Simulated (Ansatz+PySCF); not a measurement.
Results of a calculation; reference values are marked as such.
## PySCF 2.14.0 run

```python
from pyscf import gto, scf, mp

# the (T+d) and (D+d) sets load through basis_set_exchange
mol = gto.M(atom="""
C 0.000000 0.676220 -0.095820
Cl -1.441180 -0.159160 0.007750
Cl 1.441180 -0.159160 0.007750
H 0.000000 1.692010 0.269470
""", basis={'C': 'cc-pvtz', 'Cl': 'cc-pv(t+d)z', 'H': 'cc-pvtz'}, charge=0, spin=1)
mf = scf.UHF(mol)
mf.kernel()
pt = mp.MP2(mf, frozen=11).run()
print(mf.e_tot, pt.e_corr, pt.e_tot)
```

The script is written out from the run's settings.

Results

* Converged: yes
* Reference energy: -957.45072 hartree
* Correlation energy: -0.51934 hartree
* Total energy: -957.97007 hartree
* Spin squared of the determinant: 0.768
